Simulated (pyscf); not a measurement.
Single points on ωB97X-D3(BJ)/def2-SVP structures (PySCF, gas phase). Correlated levels are frozen-core, on RHF or UHF. ΔMP2 is the change of the MP2 total energy from the triple- to the quadruple-zeta basis.

### Question
Estimate by transition-state theory the rate constant of ZnH• + CH₄ → ZnH₂ + CH₃• (doublet surface; C–H broken, H–Zn formed) at 1200 K, with CCSD(T)/def2-TZVPP + ΔMP2(QZVPP) energies (ideal gas, 1 atm, RRHO with modes under 100 cm⁻¹ raised to 100, one conformer, R ln 2 for chiral ones without a mode under 150 cm⁻¹; no tunnelling).

### Answer
The electronic barrier is 33.2 kcal/mol and the thermal terms add +22.9, so ΔG‡ = 56.1 kcal/mol. With k_BT/h = 2.50e+13 s⁻¹ and RT = 2.385 kcal/mol, and a volume of 1.64e-19 cm³ per molecule at 1 atm, k = 2.5e-16 cm³ molecule⁻¹ s⁻¹. Wigner's tunnelling factor for 461i cm⁻¹ would be 1.01. A shift of 1 kcal/mol in the barrier changes k by a factor 1.5. One saddle was located; it need not be the lowest between these sides. The angle at the transferred H is 180°. The CCSD(T) − MP2 part came from Ansatz, without density fitting, on the same reference. The frozen core leaves the outer d or s,p core shells of the metals and heavy elements correlated in the MP2 and CC values, and def2-TZVPP describes them poorly, which can shift differences by a few kcal/mol. Elements up to Kr have no core potential and no relativistic terms here.
